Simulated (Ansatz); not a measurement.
Relaxation of BFH2 (4 atoms, charge 0, multiplicity 1), to a largest force component of 0.02 eV/Å in at most 40 steps.

All numbers below come from RKS PBE0-D4/def2-SVPD in Ansatz 0.2.0.

```xyz
4
Properties=species:S:1:pos:R:3:forces:R:3
B 0.000 0.000 0.000 0.00 0.00 -0.09
F 0.000 0.000 1.320 0.00 0.00 0.03
H 1.030 0.000 -0.595 0.49 0.00 0.03
H -1.030 0.000 -0.595 -0.49 0.00 0.03
```

**Question.** Where does it end, and by what steps?

**Answer.** The forces met the threshold. After 3 steps the energy has fallen by 0.020 eV; H3 moved furthest, 0.04 Å.

```tsv
step	energy less start (eV)	largest force component (eV/Å)	accepted
0	0.0000	0.494	yes
1	-0.0182	0.154	yes
2	-0.0200	0.051	yes
3	-0.0201	0.006	yes
```

```xyz
4
Properties=species:S:1:pos:R:3
B 0.000 0.000 -0.019
F 0.000 0.000 1.304
H 1.069 0.000 -0.577
H -1.069 0.000 -0.577
```

Whether the end is a true minimum wasn't checked by a vibrational analysis.

The run took 1.5 s on 1 thread of AMD EPYC 9R45 96-Core Processor (Zen 5) (shared host), peak memory 0.12 GiB.
